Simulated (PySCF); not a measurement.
dimethyl ether (C2H6O), SMILES COC.

Geometry optimised at PBE0-D3(BJ)/def2-TZVP.

Two levels are set side by side: TDDFT-PBE/def2-SVPD (PySCF) and TDDFT-M06-2X/def2-SVPD (PySCF). Vertical, same geometry. The lowest singlet is HOMO→LUMO 100 % with PBE and HOMO→LUMO 89 % with the other functional; states are paired by order. Differences are taken from unrounded values.

```
quantity                              TDDFT-PBE
------------------------------------  ---------
lowest singlet excitation (eV)             6.05
lowest triplet excitation (TDA) (eV)       5.91
```

Q: These are the TDDFT-PBE values. What does TDDFT-M06-2X give? (Estimate from the structure and the level; the computed values follow.)

A: 
```tsv
quantity	TDDFT-M06-2X	TDDFT-PBE minus TDDFT-M06-2X
lowest singlet excitation (eV)	7.40	-1.35
lowest triplet excitation (TDA) (eV)	7.31	-1.40
```

A lower first singlet is the usual sign of a functional without exact exchange. Differences between two approximate levels are no errors against the true value.

Rough cost on one machine, each run with all the roots and properties that it gave: TDDFT-M06-2X against TDDFT-PBE about 10 times.
